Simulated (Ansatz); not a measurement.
# CH₄BN: single points off equilibrium

The task here is to estimate one member of a computed series from the others.

Computed with Ansatz 0.2.0, Gaussian basis. Level: single points in def2-TZVPP.

Cores are frozen in the correlated methods.

**The system as given**

SMILES `BN=C`, 7 atoms, charge 0, spin multiplicity 1.

Atoms are counted from 1 here; the program's logs count them from 0.

Bond lengths: B1–N2 1.346 Å, B1–H4 1.239 Å, B1–H5 1.164 Å, N2–C3 1.263 Å, C3–H6 1.146 Å, C3–H7 1.071 Å. Angles: N2–B1–H4 119.0°, N2–B1–H5 122.3°, H4–B1–H5 118.0°, B1–N2–C3 163.4°, N2–C3–H6 123.1°, N2–C3–H7 125.4°, H6–C3–H7 110.6°.

Geometry (Å):

```
B    -1.0011    0.1398   -0.7441
N     0.1197    0.0993    0.0003
C     1.1503   -0.2924    0.6170
H    -2.0034   -0.4766   -0.3554
H    -1.1232    0.8675   -1.6442
H     1.9067   -1.0271    0.1679
H     1.5280    0.1298    1.5265
```

Set-up of the first run:

run/in.yaml reads:

```yaml
crystal:
  periodic: [false, false, false]
  atoms:
    - {symbol: B, position_ang: [-1.001129, 0.139769, -0.744085]}
    - {symbol: N, position_ang: [0.119740, 0.099327, 0.000286]}
    - {symbol: C, position_ang: [1.150344, -0.292436, 0.617027]}
    - {symbol: H, position_ang: [-2.003377, -0.476553, -0.355438]}
    - {symbol: H, position_ang: [-1.123193, 0.867502, -1.644173]}
    - {symbol: H, position_ang: [1.906712, -1.027127, 0.167917]}
    - {symbol: H, position_ang: [1.528032, 0.129796, 1.526469]}
basis:
  gaussian: {orbitals: def2-TZVPP}
hamiltonian: {xc: pbe, dispersion: d4}
output: {forces: true}
```

Launch:

```
$ ansatz run in.yaml --threads 2 --pin off --events-out ev --progress --plain --max-ram 3481MiB
```

Among the steps run: PBE-D4/def2-TZVPP; r2SCAN-D4/def2-TZVPP; PBE0-D4/def2-TZVPP; wB97M-V/def2-TZVPP; CCSD(T)/def2-TZVPP.

One table of the session follows, with a row left open; its other results are not shown here.

| method | RMS force component (eV/Å) | angle to CCSD(T) forces (°) | dipole (D) |
| --- | --- | --- | --- |
| PBE-D4 | ? | ? | ? |
| r2SCAN-D4 | 0.835 | 16.7 | 2.06 |
| PBE0-D4 | 0.902 | 20.0 | 2.14 |
| wB97M-V | 0.949 | 15.3 | 2.24 |
| CCSD(T) | 0.898 | reference | 2.28 |

Estimate the missing values for PBE-D4.

As computed: RMS force component (eV/Å): 0.774; angle to CCSD(T) forces (°): 16.0; dipole (D): 2.05. In the column «RMS force component (eV/Å)» it is the lowest.
